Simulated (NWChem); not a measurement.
## Total energies of DMSO (C2H6OS)

```
S
O 1 1.5172
C 1 1.8499 2 106.49
H 3 1.1063 1 105.79 2 -66.72
H 3 1.1078 4 109.78 1 -116.56
H 3 1.1080 4 110.26 5 -123.52
C 1 1.8499 2 106.49 3 101.38
H 7 1.1063 1 105.79 2 66.72
H 7 1.1078 8 109.78 1 116.56
H 7 1.1080 8 110.26 9 123.52
```
Charge 0, spin multiplicity 1.

Everything below was run with NWChem. The geometry was optimised at PBE/def2-SVP, a minimum by its harmonic frequencies.

Basis set: 3-21G (52 functions).

```
method   total energy (Ha)
-------  -----------------
RHF             -548.66209
MP2             -549.03666
B2PLYP          -549.91195
PBE             -549.93781
B3LYP           -550.31460
TPSS            -550.35115
CCSD(T)         -549.08554
```

Total energies of different functionals aren't comparable as a measure of quality: only differences taken within one method are. 

The correlated methods keep 8 core orbitals frozen. B3LYP has NWChem's definition, with VWN1-RPA local correlation. Coupled-cluster values serve here as a point of comparison, not as the truth.
